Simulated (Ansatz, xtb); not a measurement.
Two structures of CO2S2

Structure I: `O=C1SOS1`, a singlet. Structure II: a singlet given by its coordinates. Both are isolated molecules in the gas phase, relaxed with PBE-D3(BJ)/def2-SVP.

I (Å):

```csv
atom,x (Å),y (Å),z (Å)
C,-1.3879,-0.1138,-1.0705
O,-0.5154,-0.4759,-0.3331
O,-3.1181,0.6037,-2.5321
S,-2.1776,-0.8463,-2.5272
S,-2.4184,1.3740,-1.1521
```

II (Å):

```
atom    x (Å)    y (Å)    z (Å)
   C  -1.8782  -0.4751  -0.9078
   O  -1.6711  -1.6403  -0.7698
   O  -1.8666   0.7935  -3.5006
   S  -1.2980   0.9506  -2.1217
   S  -2.8181   0.8452  -0.3222
```

Close contacts (Å): C1–O2 1.19, C1–S4 1.96, C1–S5 1.72, O3–S4 1.50, S4–S5 2.36.

Energies in hartree; the thermal terms are from PBE-D3(BJ)/def2-SVP harmonic frequencies (ideal gas, rigid rotor, one conformer each, 298.15 K, 1 atm) and include the zero-point energy:

|  | I | II |
| --- | --- | --- |
| E, CCSD(T)/def2-SVP | −982.946373 | −982.946725 |
| E, MP2/def2-SVP | −982.893344 | −982.902793 |
| E, MP2/def2-TZVPP | −983.627734 | −983.647403 |
| zero-point energy | 0.013890 | 0.013241 |
| H(298 K) − E | 0.019588 | 0.019501 |
| G(298 K) − E | −0.014268 | −0.016381 |

Correct the CCSD(T) difference for the basis set by the MP2 change, then work out ΔE, ΔE₀, ΔH and ΔG for I → II in kJ/mol (1 Eh = 2625.50 kJ/mol) and the equilibrium ratio [II]/[I].

1. Differences II − I: CCSD(T) −0.000352, MP2 in the small set −0.009449, MP2 in the large set −0.019669 Eh.
2. ΔE = −0.000352 + (−0.019669 − (−0.009449)) = −0.010572 Eh = −27.76 kJ/mol.
3. ΔE₀ = ΔE + ΔZPE = −0.010572 + (−0.000649) Eh = −29.46 kJ/mol.
4. ΔH = ΔE + (−0.000087) Eh = −27.99 kJ/mol.
5. ΔG = ΔE + (−0.002113) Eh = −33.30 kJ/mol, so ΔS = (ΔH − ΔG)/T = +17.8 J/(mol K).
6. kT = 0.9442 mEh, so K = [II]/[I] = exp(−ΔG/kT) = exp(+13.43) ≈ 6.8 × 10^5.

The sums favour II, but ΔE leans on the basis-set step (CCSD(T) alone has the other sign or is under 1 kcal/mol), so the order isn't settled. An error of 4 kJ/mol in ΔG would change K by a factor of 5. The basis-set step is large, which makes the value less sure. CCSD(T)/def2-SVP found them nearly level. HF/STO-3G, HF/def2-SVP gave ΔE the other sign. Large T1 diagnostics make the coupled-cluster value less sure. Mirror images and further conformers aren't counted.

Other levels gave ΔE = −47.3 (GFN2-xTB); +425.4 (HF/STO-3G, GFN2-xTB geometries); −15.3 (r2SCAN-D4/def2-SVP, GFN2-xTB geometries); −36.8 (PBE-D3(BJ)/def2-SVP); +88.4 (HF/def2-SVP); −24.8 (MP2/def2-SVP); −0.9 (CCSD(T)/def2-SVP) kJ/mol. The correlated steps freeze 13 core orbitals. Programs: Ansatz 0.2.0, xtb 6.7.1.
